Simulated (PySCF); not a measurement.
Compound: 2-methyltetrahydrofuran, C5H10O.
Atom-mapped SMILES: `[CH3:1][C@@H:2]1[CH2:3][CH2:4][CH2:5][O:6]1`

Cartesian coordinates in Å at the GFN2-xTB level; atoms count from 1:
```xyz
16
C5H10O angstrom
C     -1.876   -0.529   -0.451
C     -0.824    0.317    0.264
C      0.288    0.801   -0.689
C      1.577    0.479    0.068
C      1.135   -0.720    0.905
O     -0.187   -0.429    1.298
H     -1.407   -1.393   -0.917
H     -2.614   -0.881    0.264
H     -2.373    0.061   -1.217
H     -1.321    1.163    0.757
H      0.192    1.860   -0.921
H      0.246    0.237   -1.621
H      2.413    0.249   -0.587
H      1.852    1.305    0.724
H      1.724   -0.870    1.810
H      1.166   -1.641    0.302
```

NICS = −σ at a ghost point: NICS(0) at the centroid of the ring atoms, NICS(1) 1 Å to either side along the normal of their mean plane, zz for the tensor component along that normal. Level: GIAO PBE0/pcSseg-1 (PySCF, non-relativistic, gas phase) on the GFN2-xTB geometry, one conformer.

Ring bond lengths (Å), with Mayer bond orders in brackets: C2–C3 1.543 (0.99), C3–C4 1.529 (1.05), C4–C5 1.527 (1.03), C5–O6 1.410 (0.94), O6–C2 1.425 (0.91).

Problem. What do the NICS probes read (ppm)?

Solution. 
| ring | type | NICS(0) | NICS(1), two faces | NICS(1)zz, two faces | rms pucker (Å) | centre to ring atoms, mean (Å) |
| --- | --- | --- | --- | --- | --- | --- |
| C2–C3–C4–C5–O6 | 5-membered ring with O; formal bonds all single | -7.7 | -3.5 / -3.8 | -5.2 / -6.8 | 0.16 | 1.25 |

Problem. What do they say, and how far can they be read as aromaticity?

Solution. 
- C2–C3–C4–C5–O6: mean NICS(1)zz -6.0 ppm, shielded. C2, C3, C4, C5 have four or more neighbours, and the NICS criterion for π rings isn't applied. A hydrogen on C5, outside the ring, lies only 1.40 Å from a NICS(1) probe, which then mostly feels that atom.

Problem. At the first NICS(1) probe listed for ring C2–C3–C4–C5–O6, 1 Å off the ring, what do the in-plane components average?

Solution. The isotropic value is a third of the trace: (3 × -3.5 − (-5.2))/2 = -2.6 ppm.

Problem. Give the inner angles of the rings and the Hirshfeld charges of the ring atoms.

Solution. 
- C2–C3–C4–C5–O6: C2 106.9° (+0.048 e), C3 103.6° (-0.075 e), C4 101.1° (-0.077 e), C5 105.2° (-0.001 e), O6 109.0° (-0.157 e); sum 525.8° against 540° for a flat convex ring.
